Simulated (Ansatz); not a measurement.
A run of Ansatz (development build ahead of 0.2.0) on doublet PN(+) at this shape:

```yaml
atoms:
  - { symbol: P, position_ang: [0.0000, 0.0000, -0.8007] }
  - { symbol: N, position_ang: [0.0000, 0.0000, 0.8007] }
```

Its results:

* Converged: yes
* Reference energy: -394.61324 hartree
* Correlation energy: -0.17012 hartree
* Total energy: -394.78337 hartree
* Spin squared of the determinant: 1.901
* Stability test: minimum
* Occupied orbitals by symmetry in an Abelian subgroup (alpha; beta): 7 A1 2 B1 2 B2; 6 A1 2 B1 2 B2

Messages of the program:
```
mean field -10737.97340621 eV, -394.6132442185 hartree, gradient 8.4e-6 eV, S^2 1.901546; 16 other ends of a descent, 0 dependent functions left out
```

**Question.** Which input gives this output? Name the method, the orbitals and the basis set, and write the input.

**Answer.** UHF-MP2 in def2-SVP.

```yaml
crystal:
  periodic: [false, false, false]
  atoms:
    - { symbol: P, position_ang: [0.0, 0.0, -0.80072] }
    - { symbol: "N", position_ang: [0.0, 0.0, 0.80072] }
basis:
  gaussian: { orbitals: def2-SVP }
total_charge: 1
magnetization:
  spin_polarized: true
  initial_magnetization: 1
hamiltonian:
  xc: hf
correlation:
  method: mp2
  frozen_orbitals: { "N": 1, P: 5 }
```

Caution: the unrestricted determinant is a mixture of spin states; MP2 on this radical cation hangs on the determinant chosen.
